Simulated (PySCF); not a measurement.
Which level of theory gave which numbers?

Compound: C2H3Cl.
InChI=1S/C2H3Cl/c1-2-3/h2H,1H2

The closed-shell ground state was solved 7 times with PySCF (density fitting, gas phase), always in the pcSseg-2 basis (157 functions), with these functionals: B3LYP, BHandHLYP, BLYP, HF, LC-wPBE, mPW1PW91 and wB97X-D. Isolated species at its PBE0-D3(BJ)/def2-SVP geometry, gas phase.

```csv
row,total energy (Eh),HOMO (eV),LUMO (eV),dipole (D)
P,-538.2087,-6.27,-1.26,1.32
Q,-538.2633,-7.36,-0.62,1.42
R,-538.2427,-7.61,-0.39,1.44
S,-536.9965,-10.12,2.84,1.66
T,-538.0606,-10.31,1.91,1.54
U,-538.1875,-8.60,0.69,1.53
V,-538.2117,-9.44,1.44,1.49
```

Question: Which functional belongs to which row?

Answer: P = BLYP, Q = B3LYP, R = mPW1PW91, S = HF, T = LC-wPBE, U = BHandHLYP, V = wB97X-D. By rising HOMO–LUMO gap: BLYP (GGA) 5.01 eV; B3LYP (global hybrid, 20 % exact exchange) 6.74 eV; mPW1PW91 (global hybrid, 25 % exact exchange) 7.22 eV; BHandHLYP (global hybrid, 50 % exact exchange) 9.29 eV; wB97X-D (range-separated hybrid) 10.88 eV; LC-wPBE (range-separated hybrid) 12.22 eV; HF (all exact exchange) 12.96 eV. Total energies of different functionals aren't bounds to one another; each is stationary for its own functional.

Note: wB97X-D ran without an empirical dispersion term, which enters the total energy and its gradient alone.
